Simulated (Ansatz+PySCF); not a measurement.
singlet LiH: levels of theory in one basis

```xyz
2

Li    0.0000    0.0000   -0.3675
H     0.0000    0.0000    1.1025
```

Basis set: def2-SVP (spherical functions). All electrons are correlated. Charge 0, multiplicity 1.

Computed with Ansatz (development build ahead of 0.2.0); each method stands on the lowest determinant of its kind that the runs found. NEVPT2 correlates all electrons. Active spaces start from the frontier orbitals, and the lowest solution found is given.

```
     method  E − E(RHF) (eV)  <S²> of the determinant
        RHF             0.00                     0.00
    RHF-MP2            -0.61                        –
   RHF-CCSD            -0.81                        –
RHF-CCSD(T)            -0.81                        –
CASSCF(2,2)            -0.42                        –
```

(1) What does SC-NEVPT2(2,2) give on the same scale?

(2) Is a single determinant a sound starting point here?

## Answers

(1) -0.69 eV. NEVPT2 here correlates all electrons, so it doesn't share the others' frozen core.

(2) By this sign, yes. Unrestricted orbitals gain 0.00 eV and <S²> is 0.00 against 0.00 for a pure state. The CASSCF(2,2) natural occupations are 1.97, 0.03.
